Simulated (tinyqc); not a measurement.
A ladder of methods, and size consistency: correlation methods against full CI in the sto-3g basis, for HF, spin multiplicity 1. Computed by the program tinyqc with PySCF. All electrons correlated; +Q is the Davidson correction (1 - c0^2) E_corr. The last columns treat two copies 100 angstrom apart as one system. FCI is the lowest singlet.

Geometry (angstrom):
```
atom       x       y       z
F     0.0000  0.0000  0.0000
H     0.0000  0.0000  1.1000
```

RHF energy of one = -98.552190 hartree

Correlation energies (hartree):
```
method   E_corr of one  share of FCI (%)  E_corr of two at 100 angstrom  two minus twice one (mhartree)
MP2           -0.02672            62.233                       -0.05343                           0.000
CISD          -0.04293           100.000                       -0.08314                           2.721
CISD+Q        -0.04438           103.383                       -0.08824                           0.524
CCSD          -0.04293           100.000                       -0.08586                           0.000
CCSD(T)       -0.04293           100.000                       -0.08586                           0.000
FCI           -0.04293           100.000                              -                               -
```

What does the comparison show, and why?

MP2 recovers 62 %, CISD 100.0 % and CCSD 100.0 % of the FCI value (c0^2 = 0.966 in CISD). MP2 and coupled cluster are size consistent, so their last column vanishes; CISD loses 2.72 mhartree, since a double excitation on each copy is a quadruple of the pair, and the Davidson correction leaves +0.52. With two electrons, or one virtual orbital, CISD and CCSD are exact for one copy, so +Q overshoots there.
